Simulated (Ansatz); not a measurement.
Two structures of AlH₄F, singlet, reached by relaxing down either side of one saddle point (PBE0-D4/def2-TZVP). Energies are electronic, without zero-point energy. Ansatz 0.2.0; basis: def2-TZVPP and def2-QZVPP; cores frozen in the correlated methods. Extrapolation: Hartree–Fock as exp(−7.88 √X), correlation as X^−2.97. First:

```json
{"atom": "Al1", "x (Å)": "0.0279", "y (Å)": "-0.6502", "z (Å)": "0.1381"}
{"atom": "H2", "x (Å)": "1.3929", "y (Å)": "-0.0427", "z (Å)": "-0.4731"}
{"atom": "H3", "x (Å)": "-0.9490", "y (Å)": "-1.4164", "z (Å)": "-0.8465"}
{"atom": "H4", "x (Å)": "-0.0630", "y (Å)": "-0.8355", "z (Å)": "1.7092"}
{"atom": "H5", "x (Å)": "0.2112", "y (Å)": "1.6015", "z (Å)": "-0.4372"}
{"atom": "F6", "x (Å)": "-0.6201", "y (Å)": "1.3434", "z (Å)": "-0.0904"}
```

Second:

```xyz
6
angstrom
Al -0.5811 -0.3002 0.2709
H 1.1833 0.4508 -0.9177
H -0.7126 -1.3230 -0.9226
H 0.1146 -0.6011 1.6542
H 1.4059 0.6482 -0.2227
F -1.4102 1.1253 0.1379
```

Q: Which bonds change from the first to the second?

A: AlH₃ + HF → AlH₂F ([F][AlH2]) + H₂; bonds formed: H2–H5; dative contacts that become bonds: Al1–F6; bonds broken: Al1–H2, H5–F6.

Q: Give the saddle point's structure and its height above each. (Judge from chemistry; the value comes from the calculation.)

A: Computed: 9.5 kJ/mol above the first and 151.3 kJ/mol above the second (CCSD(T) at an estimated basis limit (MP2 extrapolated from triple and quadruple zeta, plus CCSD(T) − MP2 in triple zeta)).
Al1  (-0.094, -0.555, 0.159)
H2  (1.243, 0.235, -0.484)
H3  (-0.916, -1.414, -0.877)
H4  (-0.020, -0.826, 1.711)
H5  (0.376, 1.208, -0.406)
F6  (-0.589, 1.353, -0.104)
(Å)

No T1 diagnostic of these runs exceeds 0.012.

Labels in which every atom is bracketed show which atoms are joined, not bond orders.

For scale, one of the runs: CCSD(T)/def2-TZVPP, 129 basis functions (an equivalent command: `ansatz run in.yaml --threads 2`). Hardware: 2 CPU threads, shared host. Wall time 4.5 s; peak host memory 0.6 GiB.
